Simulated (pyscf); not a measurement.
Homolytic dissociation enthalpies at 298 K of Cl–Ge, Cl–Si, F–Ge, F–Si, F–Sn bonds in 8 gas-phase molecules, in kcal/mol. Single points on ωB97X-D3(BJ)/def2-SVP structures (PySCF, gas phase). Correlated levels are frozen-core, on RHF or UHF. ΔMP2 is the change of the MP2 total energy from the triple- to the quadruple-zeta basis. Both columns use the same structures and thermal terms. Rows were drawn at random from the closed-shell molecules with such a bond whose radicals are computed, keep their shape and have no isomer in the data more than 5 kcal/mol lower.

| row | molecule | radicals | PBE/def2-TZVP | CCSD(T)/def2-TZVPP + ΔMP2(QZVPP) |
|---|---|---|---|---|
| 1 | H₃Si–GeH₂–Cl | H₃Si–GeH₂• + Cl• | 94.2 | 94.7 |
| 2 | H₂N–GeH₂–F | H₂N–GeH₂• + F• | 129.2 | 131.4 |
| 3 | HO–Si(OH)(F)–Cl | HO–Si•(OH)–Cl + F• | 156.7 | 161.7 |
| 4 | H₂N–SiH₂–Cl | H₂N–SiH₂• + Cl• | 110.3 | 113.0 |
| 5 | F–SnH₂–GeH₃ | F• + H₃Ge–SnH₂• | 117.4 | 116.1 |
| 6 | HO–SiH(Cl)–Cl | HO–SiH•–Cl + Cl• | 110.4 | ? |
| 7 | HO–Ge(F)(F)–F | HO–Ge•(F)–F + F• | 124.8 | 131.0 |
| 8 | HO–GeH₂–Cl | HO–GeH₂• + Cl• | 98.3 | 101.0 |

Task: Fit a line that carries the PBE values to the last column and predict row 6.

Result: In the 7 complete rows the last column lies -1.3 to 6.2 kcal/mol from PBE (mean 2.6, median 2.7). Least squares gives y = -4.6 + 1.06·x with residuals of 2.0 kcal/mol (root mean square). For row 6: -4.6 + 1.06 × 110.4 = 112.4 kcal/mol. The computed value is 113.9 kcal/mol, 1.5 over the line. The CCSD(T) − MP2 part came from Ansatz, without density fitting, on the same reference. The frozen core leaves the outer d or s,p core shells of the metals and heavy elements correlated in the MP2 and CC values, and def2-TZVPP describes them poorly, which can shift differences by a few kcal/mol. Left out: the spin-orbit lowering of Cl, F. Elements up to Kr have no core potential and no relativistic terms here. Elements past Kr carry the def2 core potentials, without spin-orbit coupling.
